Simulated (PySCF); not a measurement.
## Vertical excitation energies

Compound: C4H7ClO.
Structure used (GFN2-xTB), in Å, numbered top down from 1:
```xyz
13
C4H7ClO angstrom
C      1.8934   -0.5416   -0.4044
O      0.7326   -0.9133    0.3080
C     -0.1292    0.1469    0.5427
C     -1.5793   -0.1659    0.7461
C     -1.1359    0.5145   -0.5133
Cl    -1.5377    2.2045   -0.7584
H      2.4832   -1.4480   -0.5190
H      1.6443   -0.1364   -1.3909
H      2.4725    0.2060    0.1493
H      0.3065    0.9639    1.1162
H     -1.8809   -1.1985    0.6666
H     -2.1224    0.4086    1.4794
H     -1.1516   -0.0404   -1.4402
```

Level of theory: PySCF, TDDFT PBE0/def2-SVPD, vertical, gas phase, core orbitals frozen in the response.

```tsv
state	E (eV)	λ (nm)	ν̃ (cm⁻¹)	f	main configurations (H = HOMO, L = LUMO)
S1	6.47	191.5	52210	0.0076	H→L (94%)
S2	7.12	174.1	57440	0.0063	H→L+1 (93%)
S3	7.27	170.4	58670	0.0085	H-1→L (83%)
S4	7.36	168.6	59320	0.015	H→L+2 (85%)
S5	7.61	163.0	61340	0.026	H→L+3 (97%)
S6	7.88	157.3	63560	0.0093	H-2→L (66%), H→L+4 (16%)
```

Triplets, Tamm–Dancoff:

| state | E (eV) | λ (nm) | main configurations (H = HOMO, L = LUMO) |
| --- | --- | --- | --- |
| T1 | 5.93 | 209.1 | H→L (83%) |
| T2 | 6.71 | 184.8 | H-1→L (80%) |

The lowest singlet comes at 192 nm (625 kJ/mol) in the vacuum ultraviolet; it is weak; its leading configuration is HOMO→LUMO (94%). The strongest level in the table is S5 at 7.61 eV (163 nm, f = 0.026). Löwdin shares by element: HOMO oxygen 31%, carbon 29% or more, chlorine 23% (atoms not listed hold the other 17%); LUMO chlorine 43%, carbon 29% or more (atoms not listed hold the other 28%). The listed states span 1.41 eV, and the widest gap between neighbours is 0.65 eV (S1 to S2). Weighted by f, the mean energy of these states is 7.39 eV. Of the 6 states listed, 2 reach f = 0.01 and none stays under 0.0005. Singlets were solved by full linear response, triplets in the Tamm–Dancoff approximation.

One conformer stands for the species.
